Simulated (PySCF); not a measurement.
**[C5H5S]+: core ionisation energies**

Compound: C₅H₅S (charge +1).
Cartesian coordinates in Å at the GFN2-xTB level; atoms count from 1:
```
atom  x, y, z in Å
C1    -0.0461    1.1462   -0.1019
C2    -1.2396    0.4306   -0.0469
C3    -1.2839   -0.9375    0.0691
S4     0.0792   -1.9344    0.1623
C5     1.3568   -0.8293    0.0780
C6     1.2016    0.5305   -0.0402
H7    -0.0899    2.2215   -0.1954
H8    -2.1754    0.9705   -0.0973
H9    -2.2273   -1.4637    0.1083
H10    2.3397   -1.2765    0.1246
H11    2.0904    1.1449   -0.0866
```

Level of theory: PySCF, delta-SCF UKS SCAN, pcX-2 on the ionised atom, pcseg-1 elsewhere, spin-free X2C. Binding energies are ΔSCF values: E(core-ionised, relaxed orbitals) − E(ground state) at a fixed geometry, referred to the vacuum level.

Q: List the computed XPS lines with their assignment.

A: 
```
atom(s)                        environment  level  binding energy (eV)  above the level's lowest (eV)  count
     C1                 aromatic CH carbon   C 1s               296.64                          +0.07      1
  C2/C6                 aromatic CH carbon   C 1s               296.57                           0.00      2
  C3/C5  aromatic CH next to a ring sulfur   C 1s               297.12                          +0.55      2
     S4                        ring sulfur   S 1s              2484.59                           0.00      1
```

Lowest listed C 1s: C2/C6, bonded to 2 C (aromatic in the SMILES) and H. Highest, 0.55 eV above it: C3/C5, bonded to S (aromatic in the SMILES), C (aromatic in the SMILES) and H. Summing the Pauling electronegativity differences to the bonded atoms, each weighted by its formal bond order, gives -0.35 for the lowest site and -0.30 for the highest; no listed site has a larger sum than the highest.

Q: Express the binding energy of S 1s of S4 in atomic units and per mole.

A: 2484.59 eV = 91.3070 Eh = 239726 kJ/mol.

The first atom of each set that the bonding makes equivalent was ionised and stands for the set. Not every level is listed. The species carries charge +1, so core ionisation leaves charge +2. Geometry: GFN2-xTB; no solvent, vibrations or thermal averaging.
